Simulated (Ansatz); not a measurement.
Run this with Ansatz 0.2.0, Python API and show what comes out.

`cas_ch2bn.py`:
```python
"""Active-space calculation on CH2BN."""

import ansatz
from ase import Atoms

atoms = Atoms(["B", "C", "N", "H", "H"], positions=[
    (-0.6111, -0.2304, -0.2367),
    (0.6461, 0.2084, 0.2393),
    (0.3011, -1.1104, 0.227),
    (-1.6502, 0.0644, -0.7037),
    (1.364, 0.9943, 0.4327),
])
molecule = ansatz.Crystal.molecule_from_ase(atoms)

setup = molecule.calculation().basis(gaussian="6-31G*").correlation(active_electrons=4, active_orbitals=4)
for method in [None]:
    data = (setup if method is None else setup.correlation(method)).run(threads=1, pin="off").report
    space = data["configurations"]
    state = space["states"][0]
    print(method or "casscf", f"total {data['free_energy_ev'] / 27.211386246:.6f} Ha, active-space state {state['energy']['hartree']:.6f} Ha, mean field {data['reference_energy_ev'] / 27.211386246:.6f} Ha")
    print("  determinants", state["n_determinants"], " natural occupations", [round(n, 3) for n in space["natural_occupations"]])
print("effectively unpaired electrons, sum of min(n, 2 - n):", round(sum(min(n, 2 - n) for n in space["natural_occupations"]), 3))
```

Output of `python cas_ch2bn.py`:
```text
casscf total -118.156501 Ha, active-space state -118.156501 Ha, mean field -118.094592 Ha
  determinants 36  natural occupations [1.971, 1.943, 0.057, 0.029]
effectively unpaired electrons, sum of min(n, 2 - n): 0.173
```

Caveats:
- Total energies depend on the basis set; only differences at equal settings carry meaning.
- The geometry is a force-field or estimated start, not a minimum of this method, and the basis set is short of its limit. The active space starts as a window about the frontier orbitals and is then optimised, not chosen by chemistry.
- It ran for 0.9 s on 1 thread of Arm Neoverse V2, on a shared host, peak memory 0.16 GiB.
